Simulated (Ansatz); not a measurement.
## CH2F2 (difluoromethane): the energy, rung by rung

CH2F2: 5 atoms, total charge 0, spin state singlet. SMILES: `FCF`. The coordinates come from a PBE0-D4/def2-TZVP relaxation.

```jsonl
{"atom": "F", "x (Å)": "-1.0733", "y (Å)": "0.1912", "z (Å)": "0.6983"}
{"atom": "C", "x (Å)": "0.0101", "y (Å)": "-0.0169", "z (Å)": "-0.0823"}
{"atom": "F", "x (Å)": "1.0905", "y (Å)": "-0.1792", "z (Å)": "0.7132"}
{"atom": "H", "x (Å)": "-0.1427", "y (Å)": "-0.9329", "z (Å)": "-0.6595"}
{"atom": "H", "x (Å)": "0.1653", "y (Å)": "0.8642", "z (Å)": "-0.7111"}
```

Each level gives the energy change with the C2–H5 bond stretched from 1.094 to 2.734 Å (eV). The values are calculated.

```csv
level,kind,program,value (eV),less FCI/STO-3G,CPU time (all runs)
SVWN5/STO-3G (restricted),LDA,Ansatz,5.63,+1.22,1 s
BLYP/STO-3G (restricted),GGA,Ansatz,5.04,+0.63,1.6 s
revPBE/STO-3G (restricted),GGA,Ansatz,5.14,+0.73,1.6 s
B2PLYP/STO-3G (restricted),double hybrid,Ansatz,6.06,+1.65,2 s
RPA@PBE/STO-3G (restricted),RPA,Ansatz,5.11,+0.70,2.4 s
MP2/STO-3G (restricted),perturbation theory,Ansatz,6.08,+1.67,0.15 s
CCSDT/STO-3G (restricted),coupled cluster or CI,Ansatz,4.44,+0.03,0.48 s
CCSDTQ/STO-3G (restricted),coupled cluster or CI,Ansatz,4.41,0.00,16 s
FCI/STO-3G,exact in the basis,Ansatz,4.41,0.00,5.2 s
```

FCI/STO-3G is exact within its basis and frozen core, so for wave-function methods in that basis the difference is their error; functionals converge differently with the basis, so for them it is only a difference. The first shape isn't each level's own minimum. The values span 4.41 to 6.08 eV. All rows use very small basis sets, so even the best lies far from the true value. CPU times are rough (shared hosts, several kinds of processor): they show what a rung costs within a factor of a few.
